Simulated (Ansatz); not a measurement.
```yaml
crystal:
  periodic: [false, false, false]
  atoms:
    - {symbol: Si, position_ang: [-1.618014, -0.029249, -0.002741]}
    - {symbol: Ge, position_ang: [0.660569, -0.005270, 0.001081]}
    - {symbol: H, position_ang: [-2.520996, 1.194809, -0.001549]}
basis:
  gaussian: {orbitals: def2-TZVP}
magnetization: {spin_polarized: true, initial_magnetization: 3}
hamiltonian: {xc: pbe0}
relax: {f_tol: 0.004, max_steps: 80}
```

```sh
$ ansatz run in.yaml --threads 1 --pin off --events-out ev --progress --plain --max-ram 2176MiB
```

Steps of the relaxation (energy above the last step; positions in Å, forces in eV/Å):

```
3
step 1, 118.0 meV
Si   -1.618   -0.029   -0.003   -1.479   -0.368   -0.003
Ge    0.661   -0.005    0.001    1.267    0.196    0.003
H    -2.521    1.195   -0.002    0.212    0.173    0.001
```

```
3
step 2, 6.4 meV
Si   -1.701   -0.116   -0.003   -0.320    0.068    0.000
Ge    0.666    0.049    0.001    0.173    0.056    0.000
H    -2.444    1.227   -0.001    0.146   -0.124    0.000
```

```
3
step 3, 0.2 meV
Si   -1.730   -0.143   -0.003   -0.040    0.060    0.000
Ge    0.651    0.074    0.001    0.015   -0.001    0.000
H    -2.400    1.229   -0.001    0.025   -0.059    0.000
```

```
3
step 5, 0.0 meV
Si   -1.731   -0.140   -0.003    0.000    0.000    0.000
Ge    0.653    0.073    0.001    0.000    0.000    0.000
H    -2.401    1.227   -0.001    0.000    0.000    0.000
```

Close pairs at the end: Si1–H3 1.522 Å, Si1–Ge2 2.393 Å.

A stationary point of unrestricted PBE0 after 5 steps, with ⟨S²⟩ = 3.757 against 3.75 for a pure state; no frequencies were run, so it isn't proven a minimum. 21 s on 1 thread of Arm Neoverse V2, shared host.
